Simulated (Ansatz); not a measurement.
**Prototype screening**

All numbers below come from DFT PBEsol, scalar-relativistic, plane waves, PAW (Ansatz). Settings: cutoff 420 eV, Γ-centred meshes no coarser than 0.19 Å⁻¹ for metals and 0.3 Å⁻¹ for insulators (2π included), Gaussian smearing.

Each formula was placed on the sites of the named type and relaxed at zero pressure without lowering the symmetry. No run is spin-polarised. The smearing is 0.1 eV for metals and 0.01 to 0.02 eV otherwise. The zero of energy is the elements' standard structures at the same level (Cl₂ as a molecule); no fitted shifts are applied.

The k mesh leaves about 4 meV/atom of noise in metals. No dispersion correction is applied, so the spacing between layers, chains or molecules is poorly fixed, and with it the volume and density (Cl R-3m, Cl P6/mmm). Spin–orbit coupling is left out.

```json
{"formula": "Cl", "started on type": "alpha-boron", "final group": "R-3m", "a or a / b (Å)": "7.15", "c (Å)": "23.81", "V (Å³/atom)": "29.3", "E over elements (eV/atom)": "0.11", "gap on mesh (eV)": "0.00"}
{"formula": "Ta", "started on type": "dhcp", "final group": "P6_3/mmc", "a or a / b (Å)": "2.91", "c (Å)": "9.94", "V (Å³/atom)": "18.2", "E over elements (eV/atom)": "0.27", "gap on mesh (eV)": "0.00"}
{"formula": "Cl", "started on type": "omega", "final group": "P6/mmm", "a or a / b (Å)": "6.39", "c (Å)": "2.26", "V (Å³/atom)": "26.6", "E over elements (eV/atom)": "0.09", "gap on mesh (eV)": "0.00"}
{"formula": "Ta", "started on type": "beta-tin", "final group": "I4_1/amd", "a or a / b (Å)": "5.22", "c (Å)": "2.78", "V (Å³/atom)": "18.9", "E over elements (eV/atom)": "?", "gap on mesh (eV)": "0.00"}
```

(1) E over elements (eV/atom) of Ta on the beta-tin type?

Answers

(1) 0.79